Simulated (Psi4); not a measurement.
**CHClF2 (difluorochloromethane): levels of theory compared**

Wanted: a comparison of 5 runs (HF/def2-SVP, wB97X/cc-pVDZ, TPSSh/6-311G**, CISD/cc-pVDZ) of CHClF2 (difluorochloromethane). 

The calculation is run with Psi4 1.11.

1 further run of the same task is left out (set aside as unsound or not needed).

### 1 The system as given

CHClF2: 5 atoms, total charge 0, spin state singlet. As SMILES, `FC(F)Cl`. The coordinates come from a PBE0-D4/def2-TZVP relaxation.

Bond lengths: F1–C2 1.334 Å, C2–F3 1.334 Å, C2–Cl4 1.763 Å, C2–H5 1.090 Å. Angles: F1–C2–F3 108.3°, F1–C2–Cl4 109.7°, F3–C2–Cl4 109.7°, F1–C2–H5 110.0°, F3–C2–H5 110.0°, Cl4–C2–H5 109.0°.

### 2 A single-point energy at HF/def2-SVP (run 1)

The input, job.in:

```
memory 1600 mb

molecule geom {
  F      0.038900    -0.568100     1.222300
  C      0.109400     0.023600     0.028300
  F      0.844200    -0.745900    -0.776900
  Cl    -1.511000     0.208900    -0.640800
  H      0.568600     1.007800     0.125800
  symmetry c1
}

set globals {
  basis def2-SVP
  reference rhf
  puream true
  e_convergence 1e-09
  d_convergence 1e-08
  scf_type pk
}

energy_value, wavefunction = energy('hf', return_wfn=True)
oeprop(wavefunction, 'WIBERG_LOWDIN_INDICES', 'QUADRUPOLE', 'MULLIKEN_CHARGES', title='HF')
```

The run is started by

```bash
$ psi4 -n 1 job.in job.out
```

job.out:

```text
[...]
  Running in c1 symmetry.
[...]
  Nuclear repulsion =  168.406744960820134
[...]
  Multiplicity = 1
[...]
  Nalpha       = 21
  Nbeta        = 21
[...]
    Number of basis functions: 65
[...]
   @RHF iter   1:  -696.39768666963334   -3.15474e-01   6.66382e-03 DIIS/ADIIS
[...]
   @RHF iter  11:  -696.48053541704041    0.00000e+00   4.38280e-09 DIIS
[...]
  @RHF Final Energy:  -696.48053541704041
   => Energetics <=
    Nuclear Repulsion Energy =            168.4067449608201343
    One-Electron Energy =               -1299.6629946287398525
    Two-Electron Energy =                 434.7757142508793322
    Total Energy =                       -696.4805354170404144
[...]
 Multipole Moments:
 ------------------------------------------------------------------------------------
     Multipole            Electronic (a.u.)      Nuclear  (a.u.)        Total (a.u.)
 ------------------------------------------------------------------------------------
 L = 1.  Multiply by 2.5417464519 to convert [e a0] to [Debye]
 Dipole X            :         -0.1402361            0.3419783            0.2017422
 Dipole Y            :         -0.9846463            1.6382840            0.6536377
 Dipole Z            :          0.0308680           -0.0079884            0.0228795
 Magnitude           :                                                    0.6844455
 L = 2.  Multiply by 1.3450342976 to convert [e a0^2] to [Debye ang]
 Quadrupole XX       :       -160.7470735          139.7836488          -20.9634247
 Quadrupole XY       :         49.5288578          -48.0003274            1.5285305
[...]
```

Wall time 2.1 s (1 thread of AMD EPYC 7B13 (Zen 3), shared host); peak memory 0.21 GiB.

### 3 Energy and gradient at wB97X/cc-pVDZ (run 2)

The input, job.inp:

```
memory 1600 MB

molecule {
  0 1
  F      0.038900    -0.568100     1.222300
  C      0.109400     0.023600     0.028300
  F      0.844200    -0.745900    -0.776900
  Cl    -1.511000     0.208900    -0.640800
  H      0.568600     1.007800     0.125800
  units angstrom
  symmetry c1
  no_reorient
  no_com
}

set {
  basis cc-pVDZ
  puream true
  e_convergence 1e-09
  d_convergence 1e-08
  scf_type pk
  dft_radial_points 99
  dft_spherical_points 590
}

energy_value, wavefunction = gradient("wb97x", return_wfn=True)
oeprop(wavefunction, "LOWDIN_CHARGES", "QUADRUPOLE", "MAYER_INDICES")
```

The run is started by

```bash
$ psi4 -i job.inp -o job.out -n 1
```

job.out:

```text
[...]
  Running in c1 symmetry.
[...]
  Nuclear repulsion =  168.406744960820134
[...]
  Multiplicity = 1
[...]
  Nalpha       = 21
  Nbeta        = 21
[...]
    Number of basis functions: 65
[...]
   @RKS iter   1:  -698.48303861162879   -2.16901e-01   6.24703e-03 DIIS/ADIIS
[...]
   @RKS iter  12:  -698.54459447715192    1.13687e-13   2.38643e-09 DIIS
[...]
  @RKS Final Energy:  -698.54459447715192
   => Energetics <=
    Nuclear Repulsion Energy =            168.4067449608201343
    One-Electron Energy =               -1300.6001667709247158
    Two-Electron Energy =                 474.5241390141586066
    DFT Exchange-Correlation Energy =     -40.8753116812059858
    Empirical Dispersion Energy =           0.0000000000000000
    VV10 Nonlocal Energy =                  0.0000000000000000
    Total Energy =                       -698.5445944771519180
[...]
  -Total Gradient:
     Atom            X                  Y                   Z
    ------   -----------------  -----------------  -----------------
       1        0.001038121200     0.002340490949    -0.005022425659
       2        0.000057353122    -0.000198132539    -0.000034790848
       3       -0.002597959201     0.003173148718     0.003968109040
       4        0.003467965734    -0.000181734577     0.001419283471
       5       -0.001964765000    -0.005130572140    -0.000330227844
[...]
```

Run time: 26 s. Hardware: 1 thread of AMD EPYC 7B13 (Zen 3), shared host; peak memory 0.84 GiB.

### 4 Energy and gradient at TPSSh/6-311G(d,p) (run 3)

The input, calc.dat:

```
memory 1600 mb

molecule {
  0 1
  F
  C 1 1.334434
  F 2 1.334319 1 108.25988
  Cl 2 1.762875 3 109.74064 1 -119.74614
  H 2 1.090422 3 110.03349 1 120.27493
  symmetry c1
}

set puream true
set e_convergence 1e-09
set d_convergence 1e-08
set scf_type pk
set dft_radial_points 99
set dft_spherical_points 590

result, w = gradient('tpssh/6-311G**', return_wfn=True)
oeprop(w, 'MAYER_INDICES', 'WIBERG_LOWDIN_INDICES', 'DIPOLE', title='TPSSH')
```

The run is started by

```bash
$ psi4 -i calc.dat -o calc.out -n 1
```

calc.out:

```text
[...]
  Running in c1 symmetry.
[...]
  Nuclear repulsion =  168.406760218240407
[...]
  Multiplicity = 1
[...]
  Nalpha       = 21
  Nbeta        = 21
[...]
    Number of basis functions: 86
[...]
   @RKS iter   1:  -698.62700070844323   -9.43533e-02   4.59781e-03 ADIIS/DIIS
[...]
   @RKS iter  11:  -698.67144127091979    3.41061e-13   3.40120e-09 DIIS
[...]
  @RKS Final Energy:  -698.67144127091979
   => Energetics <=
    Nuclear Repulsion Energy =            168.4067602182404073
    One-Electron Energy =               -1300.5714116885633302
    Two-Electron Energy =                 483.1982382145923793
    DFT Exchange-Correlation Energy =     -49.7050280151891997
    Empirical Dispersion Energy =           0.0000000000000000
    VV10 Nonlocal Energy =                  0.0000000000000000
    Total Energy =                       -698.6714412709197859
[...]
  -Total Gradient:
     Atom            X                  Y                   Z
    ------   -----------------  -----------------  -----------------
       1       -0.000214027667    -0.000404473248     0.010853527655
       2        0.010373948306    -0.005186072790    -0.003670110171
       3       -0.000217891372     0.010238185038    -0.003810921710
       4       -0.008932969382    -0.005067550757    -0.003670379128
       5       -0.001074315460     0.000422410801     0.000299655407
[...]
```

Run time: 29 s. Hardware: 1 thread of AMD EPYC 7B13 (Zen 3), shared host; peak memory 0.97 GiB.

Run 4 isn't shown in full; the table further down has it.

### 5 The energy at CISD/cc-pVDZ (sfX2C, density fitting) (run 5)

The input, job.json:

```json
{
 "schema_name": "qcschema_input",
 "schema_version": 1,
 "molecule": {
  "schema_name": "qcschema_molecule",
  "schema_version": 2,
  "symbols": ["F", "C", "F", "Cl", "H"],
  "geometry": [0.07351035, -1.07355341, 2.30981224, 0.20673604, 0.04459754, 0.05347925, 1.59530679, -1.40954672, -1.46812823, -2.85537617, 0.39476379, -1.2109365, 1.07449827, 1.90446599, 0.23772755],
  "molecular_charge": 0,
  "molecular_multiplicity": 1,
  "fix_com": true,
  "fix_orientation": true
 },
 "driver": "energy",
 "model": {
  "method": "cisd",
  "basis": "cc-pVDZ"
 },
 "keywords": {
  "scf_type": "df",
  "freeze_core": true,
  "relativistic": "x2c"
 }
}
```

The run is started by

```bash
$ psi4 --qcschema job.json -n 1 --memory 1600MB
```

stdout:

```text
[...]
  Running in c1 symmetry.
[...]
  Nuclear repulsion =  168.406745107475018
[...]
  Multiplicity = 1
[...]
  Nalpha       = 21
  Nbeta        = 21
[...]
    Number of basis functions: 65
[...]
    WARNING: The X2C and Dirac Hamiltonians have substatially different eigenvalues!
             This is probably caused by the recontraction of the basis set.
[...]
   @DF-RHF iter   1:  -698.16893199992273   -3.34797e-01   6.62152e-03 ADIIS/DIIS
[...]
   @DF-RHF iter  11:  -698.25090217088189   -4.09273e-12   5.37217e-09 DIIS
[...]
  @DF-RHF Final Energy:  -698.25090217088189
   => Energetics <=
    Nuclear Repulsion Energy =            168.4067451074750181
    One-Electron Energy =               -1301.8610861172289788
    Two-Electron Energy =                 435.2034388388720458
    Total Energy =                       -698.2509021708820001
[...]
 Multipole Moments:
 ------------------------------------------------------------------------------------
     Multipole            Electronic (a.u.)      Nuclear  (a.u.)        Total (a.u.)
 ------------------------------------------------------------------------------------
 L = 1.  Multiply by 2.5417464519 to convert [e a0] to [Debye]
 Dipole X            :         31.4398601          -31.2071261            0.2327340
 Dipole Y            :         14.0905310          -13.4648655            0.6256655
 Dipole Z            :         12.4900128          -12.4521614            0.0378515
 Magnitude           :                                                    0.6686218
[...]
      * SCS-MP2 total energy:                 -698.870919724141
[...]
      * MP2 total energy:                     -698.893174034695
[...]
      * CISD total energy:                    -698.833710752892
[...]
```

The result, in JSON:

```text
{
 "driver": "energy",
 "model": {
  "method": "cisd",
  "basis": "cc-pVDZ"
 },
 "success": true,
 "return_result": -698.8337107528924,
 "properties": {
  "calcinfo_nbasis": 65,
  "calcinfo_nmo": 65,
  "calcinfo_nalpha": 21,
  "calcinfo_nbeta": 21,
  "calcinfo_natom": 5,
  "nuclear_repulsion_energy": 168.40674510747502,
  "return_energy": -698.8337107528924,
  "scf_one_electron_energy": -1301.861086117229,
  "scf_two_electron_energy": 435.20343883887205,
  "scf_dipole_moment": [0.23273396738195018, 0.6256655174488674, 0.03785145297519854],
  "scf_total_energy": -698.2509021708819,
  "scf_iterations": 11,
  "mp2_same_spin_correlation_energy": -0.1738946345962129,
  "mp2_opposite_spin_correlation_energy": -0.46837722921727537,
  "mp2_singles_energy": 0.0,
  "mp2_doubles_energy": -0.6422718638134883,
  "mp2_correlation_energy": -0.6422718638134883,
  "mp2_total_energy": -698.8931740346953
 }
}
```

It took 6.9 s on 1 thread of AMD EPYC 7B13 (Zen 3), shared host; peak memory 0.38 GiB.

### 6 All runs side by side

```
run                                  level      task         integration grid  energy (Eh)  dipole moment (D)  HOMO energy (eV)  LUMO energy (eV)  wall time
  1                            HF/def2-SVP    energy                        –  -696.480535               1.74            -13.08              4.88      2.1 s
  2                          wB97X/cc-pVDZ  gradient  99 radial × 590 angular  -698.544594               1.46            -11.96              3.24       26 s
  3                         TPSSh/6-311G**  gradient  99 radial × 590 angular  -698.671441               1.52             -8.84             -0.05       29 s
  4         CISD/cc-pVDZ (density fitting)    energy                        –  -697.414501                  –            -13.09              4.64      6.9 s
  5  CISD/cc-pVDZ (sfX2C, density fitting)    energy                        –  -698.833711                  –            -13.07              4.64      6.9 s
```

### 7 Results

```
                                          quantity          value
                               run 5: total energy  -698.83371 Eh
        run 5: HOMO energy (Hartree–Fock orbitals)      -13.07 eV
        run 5: LUMO energy (Hartree–Fock orbitals)        4.64 eV
      run 5: HOMO–LUMO gap (Hartree–Fock orbitals)       17.71 eV
run 5: correlation energy (8 core orbitals frozen)     -582.8 mEh
```

Over runs 1, 2, 3 the dipole moment (its size) runs from 1.46 D (wB97X/cc-pVDZ) to 1.74 D (HF/def2-SVP). The two ends differ in method and basis. Over runs 1, 2, 3 the HOMO–LUMO gap runs from 8.79 eV (TPSSh/6-311G**) to 17.96 eV (HF/def2-SVP). Totals of different functionals can't be ranked against each other. Some runs of one species differ in core potentials or relativity; totals across that change don't compare. All runs together took 71 s, the longest 29 s.
